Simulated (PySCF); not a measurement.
Compound: isopropenyl methyl ketone, C₅H₈O.
Cartesian coordinates in Å at the PBE0-D3(BJ)/def2-SVP level; atoms count from 1:
```xyz
14
C5H8O angstrom
C     -0.4821    1.4659   -0.0226
C     -0.5572    0.1281   -0.0812
C     -1.8350   -0.6197   -0.2933
C      0.6621   -0.7319    0.0632
C      2.0088   -0.0903    0.2974
O      0.5502   -1.9375   -0.0019
H      0.4642    1.9878    0.1342
H     -1.3751    2.0879   -0.1309
H     -2.6906    0.0632   -0.3822
H     -2.0164   -1.3190    0.5372
H     -1.7723   -1.2393   -1.2009
H      2.0172    0.4571    1.2525
H      2.2575    0.6279   -0.4980
H      2.7687   -0.8803    0.3264
```

Jobs on this species (14 atoms, 46 electrons) with PySCF (density fitting). Hardware of each: Arm Neoverse V1, one thread, no GPU, shared host. Other jobs ran on the host; a repeat could differ by tens of per cent or more.

| level and settings | work | basis functions | SCF cycles | wall time |
| --- | --- | --- | --- | --- |
| LDA/pcSseg-1 | shieldings | 142 | ? | ? |
| PBE0/cc-pVDZ | shieldings, charges and field gradients | 124 | 14 | 11 s |
| PBE0/cc-pVTZ | shieldings, charges and field gradients | 292 | 15 | 56 s |
| BP86/pcSseg-1 | shieldings | 142 | 16 | 19 s |
| PBE0/aug-cc-pVDZ | shieldings, charges and field gradients | 210 | 14 | 36 s |
| OPBE/pcSseg-1 | shieldings | 142 | 16 | 19 s |
| PBE/pcSseg-1 | shieldings | 142 | 16 | 19 s |
| PBE0/pcSseg-2 | shieldings, charges and field gradients | 328 | 15 | 72 s |
| HF/pcSseg-1 | shieldings | 142 | 11 | 5.1 s |

Task: Fill in the missing figures.

Result: 
- LDA/pcSseg-1; shieldings: 16 s, 16 SCF cycles

Task: What do all jobs in the table cost together?

Result: About 4.2 min; the longest takes about 28 % of that, and about 14 times as long as the shortest.
